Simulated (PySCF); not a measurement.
**H₅SO+, an ion with solvent molecules: interaction energy**

An exercise on one series of results from a longer session: the logs are not shown, and one member is left open.

Computed with PySCF 2.14.0; each step states its level. No surroundings beyond the atoms listed, unless a continuum is named. Atoms count from 0, parts from 1.

## Starting point

7 atoms, charge 1, multiplicity 1; geometry: GFN2-xTB. Parts: 1 = atoms 0–3, `[OH3+]`, charge 1; 2 = atoms 4–6, `S`, charge 0. In the given geometry H2 has moved to S4 of another part (1.48 Å), so values for the parts refer to these atom groups.

Set-up of the first run:

The job: settings as JSON, then the geometry in Å.

```
{"job": {"xc": "PBE0", "basis": "def2-TZVPD", "d3": "d3bj", "grid": 3, "kind": "geom", "shake": 0.01}, "charge": 1, "multiplicity": 1, "parts": [{"atoms": "0-3", "charge": 1, "multiplicity": 1}, {"atoms": "4-6", "charge": 0, "multiplicity": 1}]}
O     -0.008031    -0.255785    -0.133723
H     -0.218572     0.713789    -0.162661
H     -1.139868    -1.077092     0.224926
H      0.830374    -0.360109     0.344022
S     -2.257014    -2.003208     0.515572
H     -2.894923    -1.720168    -0.627783
H     -1.621269    -3.074510     0.017600
```

On the command line:

```
$ OMP_NUM_THREADS=1 python cluster_run.py task.json out
```

The driver reads the jobs from task.json and runs them one after another.

Among the steps run: Relaxing the molecule at PBE0-D3(BJ)/def2-TZVPD; Coupled-cluster interaction energy: CCSD(T) and MP2, 1.71 Å; Coupled-cluster interaction energy: CCSD(T) and MP2, 1.80 Å; Coupled-cluster interaction energy: CCSD(T) and MP2, 1.88 Å; Coupled-cluster interaction energy: CCSD(T) and MP2, 1.62 Å; Coupled-cluster interaction energy: CCSD(T) and MP2, 2.14 Å; Coupled-cluster interaction energy: CCSD(T) and MP2, 1.54 Å; Coupled-cluster interaction energy: CCSD(T) and MP2, 2.57 Å; Coupled-cluster interaction energy: CCSD(T) and MP2, 3.42 Å.

One table of the session follows, with a row left open; its other results are not shown here.

It belongs to the step «Coupled-cluster interaction energy: CCSD(T) and MP2, 3.42 Å». 

| method | interaction energy (kcal/mol) |
| --- | --- |
| HF/aug-cc-pVDZ | -7.99 |
| MP2/aug-cc-pVDZ | -8.42 |
| CCSD/aug-cc-pVDZ | -8.19 |
| CCSD(T)/aug-cc-pVDZ | -8.32 |
| HF/aug-cc-pVQZ | -7.82 |
| MP2/aug-cc-pVQZ | -8.24 |
| SCS-MP2/aug-cc-pVQZ | -8.08 |
| MP2, extrapolated | -8.25 |
| CCSD(T), limit estimate | ? |

Q: Estimate the row for CCSD(T), limit estimate from the others.

**Answer.** interaction energy (kcal/mol): -8.15. In the column «interaction energy (kcal/mol)» it lies between CCSD/aug-cc-pVDZ (-8.19) and SCS-MP2/aug-cc-pVQZ (-8.08).
